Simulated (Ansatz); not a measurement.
**AlNH₂ (quintet): wave-function methods side by side, cc-pVDZ**

Aim: climb from Hartree-Fock through coupled cluster for AlNH₂ (quintet) at one geometry and basis, and see what each rung misses.

Computed with Ansatz 0.2.0, Gaussian basis. Level: cc-pVDZ, core rule «outside noble gas», up to 6 orbitals frozen.

The runs, in order: UHF; CCSD(T) on ROHF; CCSD(T) on UHF; BCCD(T) on ROHF; CISD; CCSDT(Q) on ROHF; CCSDT(Q) on UHF; CCSDTQ on ROHF.

16 further runs of the same task are left out: 10 for a known fault of the program, 6 set aside as unsound or not needed.

## (1) The geometry

The geometry is a PBE0/def2-TZVP stationary point (not a proven minimum) of the parent state, kept for this charge and spin.

4 atoms, charge 0, spin multiplicity 5.

Atoms are counted from 1 here; the program's logs count them from 0.

Bond lengths: Al1–N2 1.768 Å, Al1–H3 1.611 Å, N2–H4 1.009 Å. Angles: N2–Al1–H3 113.2°, Al1–N2–H4 161.1°.

## (2) UHF

File in.yaml:

```yaml
crystal:
  periodic: [false, false, false]
  atoms:
    - {symbol: Al, position_ang: [0.000000, -0.084877, 0.620504]}
    - {symbol: N, position_ang: [0.000000, 0.035620, -1.143535]}
    - {symbol: H, position_ang: [0.000000, 1.349999, 1.353786]}
    - {symbol: H, position_ang: [0.000000, 0.427096, -2.073077]}
basis:
  gaussian: {orbitals: cc-pVDZ}
magnetization: {spin_polarized: true, initial_magnetization: 4}
hamiltonian: {xc: hf}
output: {orbitals: {seedname: orbitals}}
```

Command:

```console
> ansatz run in.yaml --threads 1 --pin off --events-out ev --progress --plain --max-ram 4096MiB --backend cpu
```

Further steps of the session: CCSD(T) on ROHF; CCSD(T) on UHF; BCCD(T) on ROHF; CISD; CCSDT(Q) on ROHF; CCSDT(Q) on UHF; CCSDTQ on ROHF.

Before running them: what should the planned runs give, taken together? Wanted: RCCSDTQ below the RHF energy; RMP2 from RCCSDTQ; UMP2 from RCCSDTQ; RCCSD from RCCSDTQ; RCCSD(T) from RCCSDTQ; UCCSD(T) from RCCSDTQ; RCCSDT(Q) from RCCSDTQ; UCCSDT(Q) from RCCSDTQ; T1 diagnostic.

The runs gave:

| quantity | value |
| --- | --- |
| RCCSDTQ below the RHF energy | -5.1348 eV |
| RMP2 from RCCSDTQ | +23.74 kcal/mol |
| UMP2 from RCCSDTQ | +23.62 kcal/mol |
| RCCSD from RCCSDTQ | +3.11 kcal/mol |
| RCCSD(T) from RCCSDTQ | +0.83 kcal/mol |
| UCCSD(T) from RCCSDTQ | +0.80 kcal/mol |
| RCCSDT(Q) from RCCSDTQ | +0.02 kcal/mol |
| UCCSDT(Q) from RCCSDTQ | -0.03 kcal/mol |
| levels within 1 kcal/mol (43 meV) | RCCSD(T), UCCSD(T), BCCD(T), RCCSDT, UCCSDT, RCCSDT(Q), UCCSDT(Q) |
| T1 diagnostic | 0.035 |

RCCSD(T) lands +0.83 kcal/mol from the yardstick (0.7 % of the correlation energy). These misses are within one basis, not against nature; the frozen cores of restricted and unrestricted runs differ, which can shift their rows.
